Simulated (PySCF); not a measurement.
Donors bound to Al(H)3. All species are isolated molecules in the gas phase. One relaxed conformer stands for each flexible species; it need not be the lowest. Strings in code marks are SMILES.

All values below come from B3LYP-D3(BJ)/def2-TZVP // B3LYP-D3(BJ)/def2-SVP (PySCF). All candidates: neutral, multiplicity 1. B3LYP has the VWN-RPA correlation part, as in Gaussian. Delta-SCF ions had no search for a lower state. 

```json
{
  "vertical ionisation energy (Delta-SCF)": "11.20 eV",
  "dipole_moment": "0.00 D",
  "HOMO": "-8.39 eV"
}
```

Question: Identify which member has these values.
(A) `CSC`
(B) `S`
(C) `[AlH3]`
(D) `CC#N`

Answer: C, `[AlH3]`. The others give `S`: 10.40 eV, 1.11 D, -7.22 eV; `CSC`: 8.63 eV, 1.53 D, -6.05 eV; `CC#N`: 12.20 eV, 4.01 D, -9.19 eV
